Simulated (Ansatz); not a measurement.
# BFH2S (SMILES FBS): single points off equilibrium

How do the functionals fare away from a minimum? The structure is a structure displaced at random from a GFN2-xTB minimum.

The runs use Ansatz 0.2.0, Gaussian basis; single points in def2-TZVPP.

Correlated methods freeze the cores.

## Step 1: The system as given

SMILES `FBS`, 5 atoms, charge 0, spin multiplicity 1.

Atoms are counted from 1 here; the program's logs count them from 0.

Bond lengths: F1–B2 1.338 Å, B2–S3 1.811 Å, B2–H4 1.180 Å, S3–H5 1.240 Å. Angles: F1–B2–S3 119.7°, F1–B2–H4 123.3°, S3–B2–H4 117.0°, B2–S3–H5 102.4°.

Coordinates:

```mol
BFH2S
  3D, bonds by distance, orders not assigned

  5  4  0  0  0  0  0  0  0  0999 V2000
   -1.2187   -0.8338   -1.0684 F   0  0
   -0.4356   -0.3481   -0.0989 B   0  0
    0.8922    0.8111   -0.5137 S   0  0
   -0.5444   -0.6543    1.0358 H   0  0
    1.3652    1.0841    0.5993 H   0  0
  1  2  8  0
  2  3  8  0
  2  4  8  0
  3  5  8  0
M  END
```

## Step 2: CCSD(T)/def2-TZVPP

run/in.yaml

```yaml
crystal:
  periodic: [false, false, false]
  atoms:
    - {symbol: F, position_ang: [-1.218700, -0.833800, -1.068400]}
    - {symbol: B, position_ang: [-0.435600, -0.348100, -0.098900]}
    - {symbol: S, position_ang: [0.892200, 0.811100, -0.513700]}
    - {symbol: H, position_ang: [-0.544400, -0.654300, 1.035800]}
    - {symbol: H, position_ang: [1.365200, 1.084100, 0.599300]}
basis:
  gaussian: {orbitals: def2-TZVPP}
correlation: {method: ccsd_t}
output: {forces: true}
```

The command line of these runs was not kept.

## Step 3: PBE0-D4/def2-TZVPP

run/in.yaml: that of step 2 with these lines changed.

```diff
@@ -10,3 +10,3 @@
   gaussian: {orbitals: def2-TZVPP}
-correlation: {method: ccsd_t}
-output: {forces: true}
+hamiltonian: {xc: pbe0, dispersion: d4}
+output: {forces: true, orbitals: {seedname: orbitals}}
```

## Step 4: wB97M-V/def2-TZVPP

run/in.yaml: that of step 3 with these lines changed.

```diff
@@ -10,3 +10,3 @@
   gaussian: {orbitals: def2-TZVPP}
-hamiltonian: {xc: pbe0, dispersion: d4}
-output: {forces: true, orbitals: {seedname: orbitals}}
+hamiltonian: {xc: {name: wB97M-V}}
+output: {forces: true}
```

## Step 5: r2SCAN-D4/def2-TZVPP

run/in.yaml: that of step 4 with these lines changed.

```diff
@@ -10,3 +10,3 @@
   gaussian: {orbitals: def2-TZVPP}
-hamiltonian: {xc: {name: wB97M-V}}
+hamiltonian: {xc: r2scan, dispersion: d4}
 output: {forces: true}
```

## Step 6: PBE-D4/def2-TZVPP

run/in.yaml: that of step 5 with these lines changed.

```diff
@@ -10,3 +10,3 @@
   gaussian: {orbitals: def2-TZVPP}
-hamiltonian: {xc: r2scan, dispersion: d4}
+hamiltonian: {xc: pbe, dispersion: d4}
 output: {forces: true}
```

## Step 7: HSE06-D4/def2-TZVPP

run/in.yaml: that of step 6 with these lines changed.

```diff
@@ -10,3 +10,3 @@
   gaussian: {orbitals: def2-TZVPP}
-hamiltonian: {xc: pbe, dispersion: d4}
+hamiltonian: {xc: hse06, dispersion: d4}
 output: {forces: true}
```

## Step 8: BHLYP-D4/def2-TZVPP

run/in.yaml: that of step 7 with these lines changed.

```diff
@@ -10,3 +10,3 @@
   gaussian: {orbitals: def2-TZVPP}
-hamiltonian: {xc: hse06, dispersion: d4}
+hamiltonian: {xc: {name: BHLYP}, dispersion: d4}
 output: {forces: true}
```

(Steps that only read results are left out.)

**Question.** What will these runs give? Wanted: energy less free atoms, CCSD(T)/def2-TZVPP; RMS force component; RMS force error; HOMO and LUMO, PBE0-D4; T1 diagnostic.

**Answer**, as computed:

| quantity | value |
| --- | --- |
| energy less free atoms, CCSD(T)/def2-TZVPP | -18.061 eV |
| RMS force component | 1.367 to 1.512 eV/Å over the methods |
| RMS force error | PBE0-D4 0.121, wB97M-V 0.044, r2SCAN-D4 0.067, PBE-D4 0.178, HSE06-D4 0.122, BHLYP-D4 0.219 eV/Å |
| HOMO and LUMO, PBE0-D4 | -8.35 and -0.81 eV |
| T1 diagnostic | 0.014 |

In words: Against CCSD(T) the functionals' energies less atoms differ by -0.904 to +0.053 eV, PBE-D4 by -0.904 eV. The reference is not at the basis limit: in triple zeta CCSD(T) underbinds, which counts against methods that bind more; the gaps are no ranking. On forces the order runs from wB97M-V to BHLYP-D4. Frozen-core CCSD(T) forces in triple zeta carry basis errors of their own, and this is one geometry, so small gaps rank nothing.
